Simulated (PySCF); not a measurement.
# Structure from NMR data

Molecular formula: C4H6S. Simulated spectra:

¹H NMR (400 MHz, computed): δ 2.54 (s, 1H), 2.52 (q, 2H), 1.42 (t, 3H).

¹³C{¹H} NMR (computed): δ 89.3 (CH), 80.3 (C), 35.8 (CH2), 16.8 (CH3).

Calculated, not measured (PySCF 2.14): NMR shieldings at B97-2/pcSseg-2/GIAO, PBE0-D3(BJ)/def2-TZVP geometry. No relativistic terms, gas phase, fast rotation and ring inversion assumed for equivalent nuclei, a single conformation.

Chemical shifts δ = σref − σ; ¹H (31.64 ppm) and ¹³C (185.38 ppm) against TMS, all at this level.

Problem. Deduce the structure.

Solution. 
1. Rings plus π bonds: 2.
2. 4 carbon signals for 4 carbons: no two carbons are equivalent.
3. Carbon types of the structure: 1 × C, 1 × CH, 1 × CH2, 1 × CH3, which accounts for all hydrogens.
4. δC 89.3: terminal alkyne carbon; the triple bond shields along its axis, which puts it between sp3 and sp2 carbons.
5. δC 80.3: alkyne carbon; sp carbons lie upfield of alkene carbons because the cylindrical π system leaves one tensor component strongly shielded.
6. δC 35.8: sp3 CH2 bonded to S.
7. δC 16.8: methyl carbon; a saturated carbon with 1 carbon neighbour and no heteroatom attached.
8. δH 2.54: hydrogen on a terminal alkyne carbon; it lies on the axis of the triple bond, in its shielding cone.
9. δH 2.52: hydrogen on an sp3 CH2 bonded to S.
10. δH 1.42: hydrogen on a methyl carbon.

The compound is `C#CSCC`.

The data come from this structure; uniqueness wasn't tested.

Shifts are as computed. Against solution values, carbons near 30 ppm lie about +3 ppm off and those near 130 ppm about +7 ppm; carbons on S a further +4 ppm. Of 1211 compounds with measured shifts, 218 miss one by over three times the rms of a fit or turn the order of signals round; such compounds aren't used in these exercises. Multiplicities follow the n + 1 count of equivalent neighbours, as no J values were calculated; m marks all less simple cases, F and P coupling included.
